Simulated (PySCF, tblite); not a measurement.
# A complex of methanol and methylamine

A gas-phase complex of methanol and methylamine; neutral, singlet. The structure comes from a short search (6 tight-binding starts) and was relaxed by PBE0-D3(BJ)/def2-SVPD; another way of binding may lie lower. No frequency run checks that it is a minimum.

| part | name | SMILES | atoms | charge | multiplicity |
| --- | --- | --- | --- | --- | --- |
| 1 | methanol | CO | 1–6 | 0 | 1 |
| 2 | methylamine | CN | 7–13 | 0 | 1 |

```xyz
13

C     0.187    0.442   -0.067
O     1.250   -0.423    0.200
H     0.084    1.237    0.696
H     0.272    0.929   -1.057
H    -0.745   -0.142   -0.063
H     2.073    0.102    0.298
C     4.578    0.283   -0.488
N     3.691    0.978    0.433
H     5.616    0.657   -0.491
H     4.598   -0.785   -0.235
H     4.180    0.364   -1.508
H     4.004    0.884    1.394
H     3.644    1.972    0.230
```
(Å; atoms numbered from 1)

```
contact  kind (by geometry)  distance (Å)  angle (°)
H6···N8       hydrogen bond         1.846        176
```

Interaction energies are complex less parts, with the parts frozen as they stand in it; counterpoise-corrected, in kcal/mol (PySCF).

(1) How strongly do the parts interact, level by level?

(2) What holds them together? Decompose the wB97M-D3(BJ)/def2-TZVPD energy: frozen parts, their antisymmetrised product, then relaxation.

The parts were also relaxed and run alone, at the levels used for the complex: shieldings by PBE0/pcSseg-2; core levels by delta-SCF with SCAN, pcX-2 on the ionised atom and pcseg-1 elsewhere, spin-free X2C.

Values alone: O2–H6 bond (Å): 0.960; shielding of H6 (ppm): 31.77; shielding of N8 (ppm): 244.5; shielding of O2 (ppm): 328.4; C1 1s core level (eV): 292.45; O2 1s core level (eV): 539.00; N8 1s core level (eV): 405.10.

(3) How do these values change when the complex forms?

Results:

(1) 
```tsv
level	interaction	superposition error removed
wB97M-D3(BJ)/def2-TZVPD	-7.74	-0.17
PBE0-D3(BJ)/def2-TZVPD	-8.54	-0.14
RI-MP2/def2-TZVPD	-7.33	-0.90
```

(2) electrostatic -15.4, Pauli repulsion +16.5, orbital relaxation -7.4, dispersion correction -1.5 kcal/mol, which sum to the value before the counterpoise correction; the Pauli term holds the exchange-correlation of the frozen density too. Of the attraction, 63 % is electrostatic, 31 % is orbital relaxation, 6 % is dispersion correction.

(3) 
| property | alone | in the complex | change |
| --- | --- | --- | --- |
| O2–H6 bond (Å) | 0.960 | 0.981 | +0.021 |
| shielding of H6 (ppm) | 31.77 | 25.38 | -6.40 |
| shielding of N8 (ppm) | 244.5 | 238.6 | -5.9 |
| shielding of O2 (ppm) | 328.4 | 329.1 | +0.7 |
| C1 1s core level (eV) | 292.45 | 291.60 | -0.85 |
| O2 1s core level (eV) | 539.00 | 537.30 | -1.70 |
| N8 1s core level (eV) | 405.10 | 405.73 | +0.64 |

The 5 runs behind this took 2.3 min in all, one thread each of Arm Neoverse V1 on a shared host, launched as `OMP_NUM_THREADS=1 python cluster_run.py task.json out`.
